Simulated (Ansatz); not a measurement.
System: fcc Sr. Method: revPBE (Ansatz, an electronic-structure program, PAW).

Output (set-up and result lines):

```
Crystal: 1 atoms, lattice volume = 54.023 Å³
Basis set: ecut = 520 eV, 1459 PW (Γ), exchange–correlation on 64×64×64 points (8 copies of the dense FFT grid, shifted against one another)
Bands: 9, of which v1, the nominal top of the filled ones, is band 5 counted from 1 (4 counted from 0)
Symmetry: 48 space group operations
Space group: Fm-3m (ITA 225), of the structure as read, at distance tolerance 3.8e-5 Å
k-points: 145 of 4096
Functional: x = revpbe(κ = 1.245, μ = 0.2195149727645171), c = pbe(β = 0.06672455060314922)
SCF iter   1: F=—  HF=-3549.069027 eV  |F-HF|=—  |Δ(HF+E_count)|=         —  Δρ=1.51e-3  dr2=1.69e-3
SCF iter   2: F=—  HF=-3549.070142 eV  |F-HF|=—  |Δ(HF+E_count)|=   1.12e-3  Δρ=1.11e-3  dr2=9.24e-4
  ...
SCF iter   7: F=—  HF=-3549.070365 eV  |F-HF|=—  |Δ(HF+E_count)|=   2.80e-7  Δρ=7.40e-6  dr2=1.15e-8
SCF iter   8: F=-3549.070365 eV  HF=-3549.070365 eV  |F-HF|=2.41e-11  |Δ(HF+E_count)|=   1.39e-9  Δρ=4.14e-7  dr2=5.11e-11
SCF 1 converged in 8 iterations: F = -3549.070365 eV  dr2 = 5.11e-11
SCF converged after 8 iterations
Free energy (F): -3549.070365 eV
Internal energy: -3549.058852 eV  (E = F + TS)
E sigma→0 (E₀):  -3549.064609 eV
Fermi energy:    5.274285 eV
--- Stress (GPa, compression-positive) ---
        0.739827       0.000000       0.000000
       -0.000000       0.739827      -0.000000
        0.000000       0.000000       0.739827
  P = ⅓ Tr σ = 0.7398 GPa (7.398 kbar)
```

Write an input file that could have produced this run (the log leaves some choices open).

Several could match; the one computed here: 
Ansatz 0.2 input:
```yaml
crystal:
  lattice:
    - [0.0, 3.0004284642, 3.0004284642]
    - [3.0004284642, 0.0, 3.0004284642]
    - [3.0004284642, 3.0004284642, 0.0]
  atoms:
    - { symbol: Sr, position: [0.0, 0.0, 0.0] }
basis:
  ecutwfc: 520
  ecutrho_ratio: 4
  xc_grid: 2
kpoints:
  mp_grid: { grid: [16, 16, 16] }
hamiltonian:
  xc: revpbe
  dispersion: none
  pseudopotentials: { kind: paw }
scf:
  occupations: { method: fermi_dirac, width: 0.05 }
  convergence: { dr2_threshold: 0.0000000001 }
output:
  forces: false
  stress: true
  eigenvalues: true
```

The cell is one volume of an energy–volume scan, off the minimum.

The PAW data were made under PBE.

The result took very roughly 5 core-seconds.
